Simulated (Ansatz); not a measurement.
Molecular dynamics of CH$_{5}$SSi, charge +1

input.yaml

```yaml
crystal:
  periodic: [false, false, false]
  atoms:
    - { symbol: C, position_ang: [-0.682192, 0.091423, -0.660297] }
    - { symbol: Si, position_ang: [0.80132, 0.666348, 0.280009] }
    - { symbol: S, position_ang: [-0.696281, -0.853003, 0.995607] }
    - { symbol: H, position_ang: [-0.588432, -0.580264, -1.525359] }
    - { symbol: H, position_ang: [-1.565431, 0.743566, -0.723244] }
    - { symbol: H, position_ang: [0.689987, 1.864976, 1.083559] }
    - { symbol: H, position_ang: [2.076282, 0.033319, 0.015872] }
    - { symbol: H, position_ang: [-0.035234, -1.966356, 0.533853] }
total_charge: 1
magnetization:
  spin_polarized: true
basis:
  gaussian: { orbitals: STO-3G }
hamiltonian:
  xc: b3lyp
md:
  timestep: 0.25
  n_steps: 150
  ensemble: nvt_langevin
  temperature: 200.0
  initial_velocities: maxwell_boltzmann
  seed: 451796
  friction: 0.05
```

Launched with:

```bash
$ ansatz run input.yaml --threads 1 --pin off --max-ram 2048MiB --backend cpu --events-out ev --progress --plain --runs-dir out
```

It starts from a relaxed structure.

Output, in part (one step line in 2, the closing report, with atoms numbered from 0):

```
md step     0: t =     0.00 fs  T =   175.0 K  F+E_penalty+E_count = -19601.81961471 eV  E_kin = 0.180964 eV  (22 SCF iters)
md step     2: t =     0.50 fs  T =   175.7 K  F+E_penalty+E_count = -19601.81818015 eV  E_kin = 0.181721 eV  (18 SCF iters)
md step     4: t =     1.00 fs  T =   170.4 K  F+E_penalty+E_count = -19601.81388031 eV  E_kin = 0.176222 eV  (18 SCF iters)
md step     6: t =     1.50 fs  T =   173.9 K  F+E_penalty+E_count = -19601.80833026 eV  E_kin = 0.179805 eV  (18 SCF iters)
md step     8: t =     2.00 fs  T =   142.8 K  F+E_penalty+E_count = -19601.80254744 eV  E_kin = 0.147619 eV  (18 SCF iters)
md step    10: t =     2.50 fs  T =   149.0 K  F+E_penalty+E_count = -19601.79522880 eV  E_kin = 0.154086 eV  (18 SCF iters)
md step    12: t =     3.00 fs  T =   167.9 K  F+E_penalty+E_count = -19601.78605482 eV  E_kin = 0.173629 eV  (19 SCF iters)
md step    14: t =     3.50 fs  T =   139.3 K  F+E_penalty+E_count = -19601.77626592 eV  E_kin = 0.144080 eV  (18 SCF iters)
md step    16: t =     4.00 fs  T =   131.6 K  F+E_penalty+E_count = -19601.76582399 eV  E_kin = 0.136038 eV  (19 SCF iters)
md step    18: t =     4.50 fs  T =   133.1 K  F+E_penalty+E_count = -19601.75438022 eV  E_kin = 0.137632 eV  (19 SCF iters)
md step    20: t =     5.00 fs  T =   138.8 K  F+E_penalty+E_count = -19601.74190204 eV  E_kin = 0.143491 eV  (18 SCF iters)
md step    22: t =     5.50 fs  T =   130.1 K  F+E_penalty+E_count = -19601.73117385 eV  E_kin = 0.134553 eV  (19 SCF iters)
md step    24: t =     6.00 fs  T =   136.6 K  F+E_penalty+E_count = -19601.72383555 eV  E_kin = 0.141291 eV  (18 SCF iters)
md step    26: t =     6.50 fs  T =   128.1 K  F+E_penalty+E_count = -19601.72025693 eV  E_kin = 0.132478 eV  (18 SCF iters)
md step    28: t =     7.00 fs  T =   148.6 K  F+E_penalty+E_count = -19601.71932592 eV  E_kin = 0.153661 eV  (19 SCF iters)
md step    30: t =     7.50 fs  T =   155.7 K  F+E_penalty+E_count = -19601.71984221 eV  E_kin = 0.160972 eV  (18 SCF iters)
md step    32: t =     8.00 fs  T =   156.2 K  F+E_penalty+E_count = -19601.72057449 eV  E_kin = 0.161568 eV  (17 SCF iters)
md step    34: t =     8.50 fs  T =   172.1 K  F+E_penalty+E_count = -19601.71934573 eV  E_kin = 0.177999 eV  (19 SCF iters)
md step    36: t =     9.00 fs  T =   202.1 K  F+E_penalty+E_count = -19601.72053028 eV  E_kin = 0.208991 eV  (19 SCF iters)
md step    38: t =     9.50 fs  T =   188.0 K  F+E_penalty+E_count = -19601.72440744 eV  E_kin = 0.194433 eV  (19 SCF iters)
md step    40: t =    10.00 fs  T =   175.6 K  F+E_penalty+E_count = -19601.72759675 eV  E_kin = 0.181561 eV  (19 SCF iters)
md step    42: t =    10.50 fs  T =   190.6 K  F+E_penalty+E_count = -19601.73153921 eV  E_kin = 0.197045 eV  (19 SCF iters)
md step    44: t =    11.00 fs  T =   177.7 K  F+E_penalty+E_count = -19601.73101485 eV  E_kin = 0.183803 eV  (19 SCF iters)
md step    46: t =    11.50 fs  T =   167.8 K  F+E_penalty+E_count = -19601.72626583 eV  E_kin = 0.173498 eV  (19 SCF iters)
md step    48: t =    12.00 fs  T =   132.8 K  F+E_penalty+E_count = -19601.72134790 eV  E_kin = 0.137303 eV  (23 SCF iters)
md step    50: t =    12.50 fs  T =   140.5 K  F+E_penalty+E_count = -19601.71888599 eV  E_kin = 0.145295 eV  (19 SCF iters)
md step    52: t =    13.00 fs  T =   141.4 K  F+E_penalty+E_count = -19601.71989184 eV  E_kin = 0.146222 eV  (18 SCF iters)
md step    54: t =    13.50 fs  T =   157.1 K  F+E_penalty+E_count = -19601.72357661 eV  E_kin = 0.162450 eV  (18 SCF iters)
md step    56: t =    14.00 fs  T =   165.0 K  F+E_penalty+E_count = -19601.72628862 eV  E_kin = 0.170629 eV  (19 SCF iters)
md step    58: t =    14.50 fs  T =   161.3 K  F+E_penalty+E_count = -19601.72943483 eV  E_kin = 0.166845 eV  (19 SCF iters)
md step    60: t =    15.00 fs  T =   158.4 K  F+E_penalty+E_count = -19601.73004378 eV  E_kin = 0.163817 eV  (19 SCF iters)
md step    62: t =    15.50 fs  T =   143.5 K  F+E_penalty+E_count = -19601.72666031 eV  E_kin = 0.148343 eV  (19 SCF iters)
md step    64: t =    16.00 fs  T =   179.8 K  F+E_penalty+E_count = -19601.72094536 eV  E_kin = 0.185892 eV  (19 SCF iters)
md step    66: t =    16.50 fs  T =   160.7 K  F+E_penalty+E_count = -19601.70897014 eV  E_kin = 0.166189 eV  (19 SCF iters)
md step    68: t =    17.00 fs  T =   157.0 K  F+E_penalty+E_count = -19601.69753877 eV  E_kin = 0.162309 eV  (19 SCF iters)
md step    70: t =    17.50 fs  T =   123.4 K  F+E_penalty+E_count = -19601.68656858 eV  E_kin = 0.127653 eV  (18 SCF iters)
md step    72: t =    18.00 fs  T =   117.1 K  F+E_penalty+E_count = -19601.67762327 eV  E_kin = 0.121133 eV  (18 SCF iters)
md step    74: t =    18.50 fs  T =   128.2 K  F+E_penalty+E_count = -19601.67177810 eV  E_kin = 0.132602 eV  (18 SCF iters)
md step    76: t =    19.00 fs  T =   133.2 K  F+E_penalty+E_count = -19601.66853671 eV  E_kin = 0.137762 eV  (21 SCF iters)
md step    78: t =    19.50 fs  T =   153.7 K  F+E_penalty+E_count = -19601.66564264 eV  E_kin = 0.158980 eV  (21 SCF iters)
md step    80: t =    20.00 fs  T =   166.7 K  F+E_penalty+E_count = -19601.66674128 eV  E_kin = 0.172331 eV  (21 SCF iters)
md step    82: t =    20.50 fs  T =   156.5 K  F+E_penalty+E_count = -19601.66940948 eV  E_kin = 0.161834 eV  (21 SCF iters)
md step    84: t =    21.00 fs  T =   196.0 K  F+E_penalty+E_count = -19601.67742422 eV  E_kin = 0.202692 eV  (20 SCF iters)
md step    86: t =    21.50 fs  T =   197.7 K  F+E_penalty+E_count = -19601.68792102 eV  E_kin = 0.204416 eV  (21 SCF iters)
md step    88: t =    22.00 fs  T =   196.2 K  F+E_penalty+E_count = -19601.69789083 eV  E_kin = 0.202874 eV  (21 SCF iters)
md step    90: t =    22.50 fs  T =   211.1 K  F+E_penalty+E_count = -19601.70133839 eV  E_kin = 0.218331 eV  (21 SCF iters)
md step    92: t =    23.00 fs  T =   203.4 K  F+E_penalty+E_count = -19601.69575651 eV  E_kin = 0.210316 eV  (21 SCF iters)
md step    94: t =    23.50 fs  T =   207.3 K  F+E_penalty+E_count = -19601.68533149 eV  E_kin = 0.214314 eV  (21 SCF iters)
md step    96: t =    24.00 fs  T =   198.0 K  F+E_penalty+E_count = -19601.67303731 eV  E_kin = 0.204754 eV  (23 SCF iters)
md step    98: t =    24.50 fs  T =   174.9 K  F+E_penalty+E_count = -19601.66046149 eV  E_kin = 0.180844 eV  (20 SCF iters)
md step   100: t =    25.00 fs  T =   180.3 K  F+E_penalty+E_count = -19601.65210475 eV  E_kin = 0.186495 eV  (18 SCF iters)
md step   102: t =    25.50 fs  T =   196.9 K  F+E_penalty+E_count = -19601.65324956 eV  E_kin = 0.203615 eV  (18 SCF iters)
md step   104: t =    26.00 fs  T =   239.4 K  F+E_penalty+E_count = -19601.66370095 eV  E_kin = 0.247594 eV  (20 SCF iters)
md step   106: t =    26.50 fs  T =   270.2 K  F+E_penalty+E_count = -19601.67563383 eV  E_kin = 0.279416 eV  (21 SCF iters)
md step   108: t =    27.00 fs  T =   263.0 K  F+E_penalty+E_count = -19601.68499685 eV  E_kin = 0.271927 eV  (21 SCF iters)
md step   110: t =    27.50 fs  T =   236.0 K  F+E_penalty+E_count = -19601.68944888 eV  E_kin = 0.244061 eV  (20 SCF iters)
md step   112: t =    28.00 fs  T =   216.1 K  F+E_penalty+E_count = -19601.68630963 eV  E_kin = 0.223469 eV  (19 SCF iters)
md step   114: t =    28.50 fs  T =   223.4 K  F+E_penalty+E_count = -19601.67616870 eV  E_kin = 0.230970 eV  (21 SCF iters)
md step   116: t =    29.00 fs  T =   215.8 K  F+E_penalty+E_count = -19601.66033781 eV  E_kin = 0.223175 eV  (18 SCF iters)
md step   118: t =    29.50 fs  T =   208.4 K  F+E_penalty+E_count = -19601.64182810 eV  E_kin = 0.215479 eV  (21 SCF iters)
md step   120: t =    30.00 fs  T =   173.7 K  F+E_penalty+E_count = -19601.62621907 eV  E_kin = 0.179648 eV  (23 SCF iters)
md step   122: t =    30.50 fs  T =   180.5 K  F+E_penalty+E_count = -19601.61680095 eV  E_kin = 0.186619 eV  (18 SCF iters)
md step   124: t =    31.00 fs  T =   152.4 K  F+E_penalty+E_count = -19601.61475898 eV  E_kin = 0.157544 eV  (17 SCF iters)
md step   126: t =    31.50 fs  T =   166.3 K  F+E_penalty+E_count = -19601.61923073 eV  E_kin = 0.171963 eV  (18 SCF iters)
md step   128: t =    32.00 fs  T =   181.9 K  F+E_penalty+E_count = -19601.62729963 eV  E_kin = 0.188074 eV  (18 SCF iters)
md step   130: t =    32.50 fs  T =   214.3 K  F+E_penalty+E_count = -19601.63540807 eV  E_kin = 0.221638 eV  (18 SCF iters)
md step   132: t =    33.00 fs  T =   193.3 K  F+E_penalty+E_count = -19601.64198892 eV  E_kin = 0.199901 eV  (19 SCF iters)
md step   134: t =    33.50 fs  T =   206.7 K  F+E_penalty+E_count = -19601.64719171 eV  E_kin = 0.213770 eV  (21 SCF iters)
md step   136: t =    34.00 fs  T =   212.0 K  F+E_penalty+E_count = -19601.64800929 eV  E_kin = 0.219277 eV  (18 SCF iters)
md step   138: t =    34.50 fs  T =   197.7 K  F+E_penalty+E_count = -19601.64838307 eV  E_kin = 0.204455 eV  (18 SCF iters)
md step   140: t =    35.00 fs  T =   193.4 K  F+E_penalty+E_count = -19601.64978687 eV  E_kin = 0.200041 eV  (21 SCF iters)
md step   142: t =    35.50 fs  T =   207.2 K  F+E_penalty+E_count = -19601.65405125 eV  E_kin = 0.214256 eV  (21 SCF iters)
md step   144: t =    36.00 fs  T =   216.0 K  F+E_penalty+E_count = -19601.65868840 eV  E_kin = 0.223390 eV  (21 SCF iters)
md step   146: t =    36.50 fs  T =   224.7 K  F+E_penalty+E_count = -19601.66666551 eV  E_kin = 0.232362 eV  (21 SCF iters)
md step   148: t =    37.00 fs  T =   242.6 K  F+E_penalty+E_count = -19601.67352903 eV  E_kin = 0.250828 eV  (21 SCF iters)
md step   150: t =    37.50 fs  T =   256.8 K  F+E_penalty+E_count = -19601.67743808 eV  E_kin = 0.265592 eV  (23 SCF iters)
Total energy: -19601.67760988 eV, -720.3483656689 hartree
Atom 0 at    -0.828881     0.101952    -0.604532 Å, force     0.630733    -0.864895     0.224726 eV/Å
Atom 1 at     0.736059     0.708049     0.194389 Å, force    -0.290633     0.134275     0.603856 eV/Å
Atom 2 at    -0.671228    -0.866163     1.079545 Å, force    -0.357736     1.156430    -0.287821 eV/Å
Atom 3 at    -0.695281    -0.579256    -1.468922 Å, force    -0.155991     0.141178     0.240372 eV/Å
Atom 4 at    -1.768852     0.663763    -0.661981 Å, force    -0.064534     0.195443     0.203710 eV/Å
Atom 5 at     0.916351     1.938959     0.998177 Å, force    -0.387773    -0.634219    -0.357341 eV/Å
Atom 6 at     1.898129    -0.050262    -0.163146 Å, force     0.356400    -0.063869    -0.241970 eV/Å
Atom 7 at    -0.100124    -2.027331     0.642362 Å, force     0.269534    -0.064343    -0.385532 eV/Å
Dipole moment:     0.253992    -0.000924    -0.157200 e Å
```

All steps were run. A run of 0.037 ps of so small a system gives no equilibrium averages. Limits of this set-up: minimal basis, the dipole of an ion depends on the origin.

The same pairs are bonded in the first frame and the last. Pairs count as bonded within 1.25 times the sum of covalent radii (0.12 Å more for H–H).

Last frame:

```xyz
8
Properties=species:S:1:pos:R:3
C -0.829 0.102 -0.605
Si 0.736 0.708 0.194
S -0.671 -0.866 1.079
H -0.695 -0.579 -1.469
H -1.769 0.664 -0.662
H 0.916 1.939 0.998
H 1.898 -0.050 -0.163
H -0.100 -2.027 0.642
```

Run time: 2.9 min on 1 thread of Intel(R) Xeon(R) Platinum 8488C (Sapphire Rapids), on a shared host, peak memory 0.12 GiB.
